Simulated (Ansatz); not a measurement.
# BS (quartet): the correlation ladder, cc-pVTZ

The task here is to estimate one member of a computed series from the others.

Method: cc-pVTZ, core rule «outside noble gas», up to 6 orbitals frozen; program: Ansatz 0.2.0, Gaussian basis.

To be run: UHF; CCSD(T) on ROHF; CCSD(T) on UHF; BCCD(T) on ROHF; CISD; CCSDT(Q) on ROHF; CCSDT(Q) on UHF; CASSCF and MRCISD+Q, 9 electrons in 8 orbitals; CASSCF and NEVPT2, 9 electrons in 8 orbitals.

14 further runs of the same task are left out: 2 for a known fault of the program, 1 for a mislabelled method, 5 that didn't finish, 6 set aside as unsound or not needed.

**The system**

The geometry is a PBE0/def2-TZVP stationary point (not a proven minimum) of the parent state, kept for this charge and spin.

2 atoms, charge 0, spin multiplicity 4.

Atoms are counted from 1 here; the program's logs count them from 0.

Bond lengths: B1–S2 1.608 Å.

Set-up of the first run:

File in.yaml:

```yaml
crystal:
  periodic: [false, false, false]
  atoms:
    - {symbol: B, position_ang: [0.000000, 0.000000, 0.000000]}
    - {symbol: S, position_ang: [0.000000, 0.000000, 1.607700]}
basis:
  gaussian: {orbitals: cc-pVTZ}
magnetization: {spin_polarized: true, initial_magnetization: 3}
hamiltonian: {xc: hf}
output: {orbitals: {seedname: orbitals}}
```

Launch:

```console
$ ansatz run in.yaml --threads 1 --pin off --events-out ev --progress --plain --max-ram 2393MiB
```

Steps of the session up to this table: UHF; CCSD(T) on ROHF; CCSD(T) on UHF; BCCD(T) on ROHF; CISD; CCSDT(Q) on ROHF; CCSDT(Q) on UHF; CASSCF and MRCISD+Q, 9 electrons in 8 orbitals; CASSCF and NEVPT2, 9 electrons in 8 orbitals.

One of the session's tables, all rows but one given; the rest of the session is left out.

It belongs to the step «Misses and costs». 

```
          method  from RCCSDT(Q) (kJ/mol)
            ROHF                   +621.0
             UHF                   +601.4
            RMP2                   +124.1
            UMP2                   +127.0
            CISD                        ?
           RCCSD                    +53.1
           UCCSD                    +52.8
        RCCSD(T)                    +26.0
        UCCSD(T)                    +26.4
         BCCD(T)                    +26.3
          RCCSDT                     +9.1
          UCCSDT                     +9.9
       RCCSDT(Q)                        0
       UCCSDT(Q)                     +1.1
  CASSCF valence                   +506.3
  NEVPT2 valence                   +110.8
  MRCISD valence                    +43.6
MRCISD+Q valence                     +6.7
```

Q: Estimate the row for CISD from the others.

The run gave: from RCCSDT(Q) (kJ/mol): +83.2. In the column «from RCCSDT(Q) (kJ/mol)» it lies between RCCSD (+53.1) and NEVPT2 valence (+110.8).

The program flags RCCSDT(Q), UCCSDT(Q) as in doubt (see the logs), so the zero of the table is itself unsure.

Caveats from the session: The report flags that the cluster equations may have other roots. The program flags RCCSDT(Q), UCCSDT(Q) as in doubt, so the zero of the table is itself unsure. Restricted and unrestricted rows rest on different reference determinants; where their highest levels disagree by more than a few hundredths of an eV, they describe different states and don't form one ladder.
